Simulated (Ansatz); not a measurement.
System: chalcopyrite CdGeAs₂. Method: r²SCAN+rVV10 in Ansatz (plane waves, PAW).

Settings: plane-wave cutoff 500 eV, 10×10×10 k mesh, Fermi–Dirac smearing 0.05 eV, scalar-relativistic PAW data made under PBE.

Cell (relaxed at this level):

```
CELL_PARAMETERS angstrom
     -2.97838     2.97838     5.62058
      2.97838    -2.97838     5.62058
      2.97838     2.97838    -5.62058
ATOMIC_POSITIONS crystal
  Cd 0.25000 0.75000 0.50000
  Cd 0.50000 0.50000 0.00000
  Ge 0.00000 0.00000 0.00000
  Ge 0.75000 0.25000 0.50000
  As 0.87500 0.34667 0.97167
  As 0.65333 0.62500 0.52833
  As 0.37500 0.90333 0.02833
  As 0.09667 0.12500 0.47167
```

Task: What does this level give for the band gap?

Result: 
band gap: 0.16 eV (on the SCF k mesh)

Measured, for comparison: band gap 0.57 eV (temperature not stated, no zero-point or thermal correction, direct; as tabulated in Rashkeev et al. (1999), arXiv:cond-mat/9809378).

Spin–orbit coupling is not included.

The computed numbers hold no vibrational or temperature effects.

Computing time: around 12 core-minutes (rough).

Ansatz is a program for electronic structure.
